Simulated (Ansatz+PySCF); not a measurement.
Results of a calculation; reference values are marked as such.
Input for Ansatz (development build ahead of 0.2.0):

```yaml
crystal:
  periodic: [false, false, false]
  atoms:
    - { symbol: F, position_ang: [0.0, 0.0, 0.0] }
    - { symbol: H, position_ang: [1.45365, 0.0, 0.0] }
    - { symbol: H, position_ang: [-0.88612, 0.0, 0.0] }
basis:
  gaussian: { orbitals: "6-31G" }
magnetization:
  initial_magnetization: 1
hamiltonian:
  xc: hf
correlation:
  method: fci
  frozen_orbitals: { F: 1, H: 0 }
```

The input is written out in the form of the current development build from the run's settings.

The run gave:

* Converged: yes
* Total energy: -100.57471 hartree
* State: lowest doublet root, of any spatial symmetry
